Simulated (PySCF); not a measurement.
CF₃, doublet: structure and spectrum

Level of theory: UB3LYP in PySCF with C def2-TZVP, F def2-TZVP; no relativity; density-fitted integrals.

The structure is a minimum.

Z-matrix (Å, degrees; charge 0 multiplicity 2):
```
C
F  1 1.3212
F  1 1.3212 2 111.38
F  1 1.3212 2 111.38 3 -125.00
```

| Property | Result |
| --- | --- |
| Point group | C3v |
| Bond lengths | C–F 1.321 Å (×3) |
| Bond angles | F–C–F 111.4° (×3) |
| Rotational symmetry number | 3 |
| Enthalpy at 298.15 K above 0 K | 11.53 kJ/mol |
| Zero-point energy | 31.5 kJ/mol |
| Entropy at 298.15 K and 1 bar (electronic part: spin only) | 264.8 J/(mol K) |
| Principal quadrupole moments (Buckingham, traceless) about the centre of mass | -0.68, -0.68, 1.35 D Å |
| Highest occupied level (α) | -7.70 eV |
| Heat capacity Cp at 298.15 K | 49.9 J/(mol K) |
| Spin squared ⟨S²⟩ | 0.752 |
| Principal polarisabilities | 12.6, 16.9, 16.9 bohr³ |
| Rotational constants | 0.3601, 0.3601, 0.1863 cm⁻¹ |
| Atomisation energy without zero-point energy | 1435 kJ/mol |
| Lowest empty level (β) | -2.99 eV |
| Dipole moment | 0.26 D |

Harmonic modes (masses in u: C 12.000, F 18.998):
| symmetry | ω (cm⁻¹) | IR (km/mol, summed over degenerate members) | μ (u) |
| --- | --- | --- | --- |
| e | 503 | 2.5 | 18.28 |
| a1 | 696 | 12.5 | 16.32 |
| a1 | 1078 | 39.3 | 14.42 |
| e | 1239 | 717 | 13.32 |

In C3v the vibrations span 2e + 2a1.

Charges (e):
```json
{"atom": "C1", "Mulliken": "0.43", "Löwdin": "-0.63", "polar tensor": "1.46", "spin (Mulliken)": "0.84", "Mayer order to C1": "–"}
{"atom": "F2,3,4", "Mulliken": "-0.14", "Löwdin": "0.21", "polar tensor": "-0.49", "spin (Mulliken)": "0.05", "Mayer order to C1": "1.13"}
```

Mulliken populations on C1: s 3.17, p 2.09, d 0.27, f 0.04.

This need not be the most stable arrangement of these atoms.

The final relaxation and frequency run took 36 s on 4 threads of a shared Arm Neoverse V1 host, with 124 basis functions and 10 gradients; the process peaked at 1.3 GiB.
